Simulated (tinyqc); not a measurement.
Inside a calculation. Method: MP2 on RHF in the sto-3g basis, frozen core, for H3O+, spin multiplicity 1. One step of it, computed by the program tinyqc.

Task: Iteration 1: diagonalisation and new density. Diagonalise F' = X^T F X, C = X C', fill 5 alpha and 5 beta electrons from the bottom; D = 2 C_occ C_occ^T. Each column has its largest component positive (the first on a tie).

Fock matrix F (hartree), lower triangle:
```
             1O 1s      1O 2s     1O 2px     1O 2py     1O 2pz      2H 1s      3H 1s      4H 1s
1O 1s   -20.578095
1O 2s    -5.269089  -2.759123
1O 2px    0.000024   0.000116  -0.805313
1O 2py    0.000000   0.000000   0.000000  -0.805460
1O 2pz    0.008383   0.044591  -0.000021   0.000000  -0.742035
2H 1s    -0.995346  -1.045984  -0.581507   0.000000   0.084398  -0.745452
3H 1s    -0.997158  -1.047275   0.290884  -0.503969   0.084523  -0.333884  -0.746288
4H 1s    -0.997158  -1.047275   0.290884   0.503969   0.084523  -0.333884  -0.334211  -0.746288
```

X:
```
                1          2          3          4          5          6          7          8
1O 1s   -0.364135   0.000000  -0.001153   0.767385   0.572940   0.000074   0.000000   0.151192
1O 2s    1.255455   0.000000   0.003073  -0.024202   0.104840   0.000156   0.000000   0.442912
1O 2px  -0.002754   0.000000   0.932669   0.000120   0.000031   0.659105   0.000000  -0.000184
1O 2py   0.000000   0.933025   0.000000   0.000000   0.000000   0.000000   0.659067   0.000000
1O 2pz  -0.122797   0.000000  -0.000249  -0.618394   0.780216   0.000011   0.000000  -0.044659
2H 1s   -0.542087   0.000000  -0.920735  -0.143097  -0.105729   0.445984   0.000000   0.309545
3H 1s   -0.546507  -0.796500   0.458237  -0.143006  -0.105671  -0.222696   0.386018   0.309864
4H 1s   -0.546507   0.796500   0.458237  -0.143006  -0.105671  -0.222696  -0.386018   0.309864
```

Give: F' = X^T F X; orbital energies; coefficients C; D after iteration 1.

Result:

F' = X^T F X (hartree), lower triangle:
```
        1       2       3        4       5       6       7       8
1  -0.399
2   0.000   0.274
3  -0.003   0.000   0.273
4   1.998   0.000   0.008  -11.622
5   1.518   0.000   0.006   -8.584  -7.513
6   0.000   0.000  -0.076   -0.002  -0.001  -0.985
7   0.000  -0.076   0.000    0.000   0.000   0.000  -0.986
8   0.272   0.000   0.002   -4.446  -3.526  -0.001   0.000  -3.276
```

orbital energies (hartree): MO1 -20.588, MO2 -1.576, MO3 -0.990, MO4 -0.990, MO5 -0.741, MO6 0.095, MO7 0.278, MO8 0.279

coefficients C:
```
           MO1     MO2     MO3     MO4     MO5     MO6     MO7     MO8
1O 1s    0.994  -0.231   0.000   0.000  -0.026  -0.177   0.000   0.000
1O 2s    0.029   0.815   0.000   0.000   0.118   1.051   0.003   0.000
1O 2px   0.000   0.000   0.000   0.714   0.000   0.002  -0.891   0.000
1O 2py   0.000   0.000   0.714   0.000   0.000   0.000   0.000   0.892
1O 2pz  -0.001  -0.047   0.000   0.000   0.992  -0.148   0.000   0.000
2H 1s   -0.005   0.143   0.000   0.390  -0.028  -0.637   0.943   0.000
3H 1s   -0.005   0.143   0.338  -0.195  -0.028  -0.634  -0.474  -0.818
4H 1s   -0.005   0.143  -0.338  -0.195  -0.028  -0.634  -0.474   0.818
```

D after iteration 1, lower triangle:
```
         1O 1s  1O 2s  1O 2px  1O 2py  1O 2pz   2H 1s   3H 1s  4H 1s
1O 1s    2.083
1O 2s   -0.325  1.358
1O 2px   0.000  0.000   1.019
1O 2py   0.000  0.000   0.000   1.019
1O 2pz  -0.032  0.157   0.000   0.000   1.973
2H 1s   -0.075  0.226   0.557   0.000  -0.070   0.346
3H 1s   -0.075  0.226  -0.278   0.482  -0.070  -0.109   0.347
4H 1s   -0.075  0.226  -0.278  -0.482  -0.070  -0.109  -0.110  0.347
```
